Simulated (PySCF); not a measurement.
C₃H₅FO₂.
Z-matrix (Å and degrees, PBE0-D3(BJ)/def2-SVP geometry), rows numbered from 1:
```
O 
C   1  1.3986
C   2  1.5026  1  111.11
O   3  1.4446  2  114.17  1   -67.30
C   4  1.3700  3   62.35  2  -113.42
F   5  1.3466  3  119.58  4  -105.10
H   1  0.9646  2  106.86  3    58.72
H   2  1.1017  1  107.34  3   119.16
H   2  1.1053  1  112.58  3  -122.78
H   3  1.0986  2  116.08  1    67.48
H   5  1.0979  3  123.50  4   105.54
```

All values: PBE0/pcSseg-1 (PySCF, non-relativistic), on one gas-phase PBE0-D3(BJ)/def2-SVP geometry that isn't relaxed in the solvent. The solvent is an IEF-PCM continuum (cavity from Bondi-type radii × 1.2). The model holds no explicit solvent molecules, cavitation or dispersion.

| run | E − E(gas) (kJ/mol) | HOMO (eV) | HOMO–LUMO gap (eV) | dipole (D) |
| --- | --- | --- | --- | --- |
| gas | 0.00 | -8.05 | 9.51 | 1.82 |
| P | -20.11 | -8.00 | 9.69 | 2.14 |
| Q | -12.76 | -8.01 | 9.63 | 2.01 |

Task: The runs were made in benzene and chloroform. Which run belongs to which solvent?

Result: P = chloroform, Q = benzene. The dielectric constants are 2.271 (benzene), 4.711 (chloroform), and the energy falls further as ε rises. In this model the ground state sees the solvent through ε alone.

Task: How constant is the ratio of the lowering to (ε − 1)/(2ε + 1)?

Result: 
```csv
solvent,(ε − 1)/(2ε + 1),E − E(gas) (kJ/mol),ratio (kJ/mol),polarisation term (kJ/mol)
benzene,0.229,-12.76,-55.6,-13.35
chloroform,0.356,-20.11,-56.5,-21.61
```

The ratio changes by +1.5 % in size from benzene to chloroform. The polarisation term is half the interaction of the solute with the induced surface charges.
